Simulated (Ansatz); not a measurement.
Group exchange: CH5NO + SiH3(CH3) → CH6OSi + CH5N

Species: CH5NO `CON`, singlet; SiH3(CH3), singlet; CH6OSi `CO[SiH3]`, singlet; CH5N (methylamine) `CN`, singlet. The partners trade NH2 for SiH3: O–NH2 and C–SiH3 bonds give way to O–SiH3 and C–NH2.

Shapes, held fixed at every level: PBE0-D4/def2-TZVP. Flexible molecules stand in one conformer, not always the lowest. Programs: Ansatz 0.2.0. The zero-point and thermal change to 298 K, harmonic and unscaled (PBE0-D4/def2-TZVP), is +5.0 kJ/mol.

```tsv
level	kind	ΔH(298 K) (kJ/mol)	less CCSD(T)/CBS estimate
PBE-D4/def2-TZVPP	GGA	-191.8	+25.5
BHLYP-D4/def2-TZVPP	global hybrid	-223.2	-5.9
PBE0-D4/def2-TZVPP	global hybrid	-203.3	+14.0
r2SCAN0-D4/def2-TZVPP	global hybrid	-213.8	+3.5
MP2/def2-TZVPP	perturbation theory	-225.0	-7.7
CCSD(T)/def2-TZVPP	coupled cluster or CI	-213.3	+4.0
CCSD/def2-TZVPP	coupled cluster or CI	-217.4	-0.1
CCSD(T)/CBS estimate	coupled cluster or CI	-217.3	0.0
```

The highest level, CCSD(T)/CBS estimate, gives ΔH(298 K) = -217.3 kJ/mol; the levels span -225.0 to -191.8. The column of differences is taken from that level and isn't an error. No measured value is set beside it here. The CBS estimate extrapolates MP2 from def2-TZVPP and def2-QZVPP and adds CCSD(T) − MP2 in the triple-zeta set, cores frozen.
